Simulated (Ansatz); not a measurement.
Two shapes of triplet C₂H₄O₂.

Shape 1:

```xyz
8

C     0.2563    0.8662    0.2271
O    -0.6990    0.8871    0.9159
O     0.6381   -0.1462   -0.5163
C    -0.1503   -1.3175   -0.4949
H     0.9568    1.7002    0.1189
H     0.3334   -2.0209   -1.1643
H    -0.1979   -1.7292    0.5111
H    -1.1605   -1.1060   -0.8392
```

Shape 2:

```xyz
8

C     0.8296   -0.0649    0.4170
O     1.2825    0.1989   -0.6592
O    -0.4638   -0.1788    0.7041
C    -1.3601    0.0358   -0.3759
H     1.4255   -0.2534    1.3346
H    -2.3696   -0.0948    0.0300
H    -1.2433    1.0500   -0.7858
H    -1.1788   -0.6876   -1.1847
```

Basis set: def2-SVP (spherical functions). Left uncorrelated: 4 orbitals. Charge 0, multiplicity 3.

Computed with Ansatz (development build ahead of 0.2.0); each method stands on the lowest determinant of its kind that the runs found.

(1) Which shape is lower in energy, and by how much in each method?

Answers

(1)

```tsv
method	E(2) − E(1) (eV)
UHF	-0.222
UHF-MP2	-0.262
```

Shape 2 is lower. Caution: another spin multiplicity may lie lower.
